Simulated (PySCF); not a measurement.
Homolysis of single bonds, series B SiH3-H. Gas-phase values, no solvent. Strings in code marks are SMILES.

Method: PySCF with M06-2X/def2-TZVP. 

```csv
species,highest occupied spin orbital (eV),dipole moment (D)
radical fragment (`[SiH3]`),-7.19,0.17
radical fragment (`[SiH3][B][SiH3]`),-6.41,0.21
whole molecule (`B([SiH3])[SiH3]`),–,0.42
radical fragment (`[BH][SiH3]`),-6.72,0.45
whole molecule (`B[SiH3]`),–,[?]
radical fragment (`[BH2]`),[?],0.46
```

What belongs in the gaps?


- whole molecule (`B[SiH3]`), dipole moment (D): 0.37
- radical fragment (`[BH2]`), highest occupied spin orbital (eV): -7.04
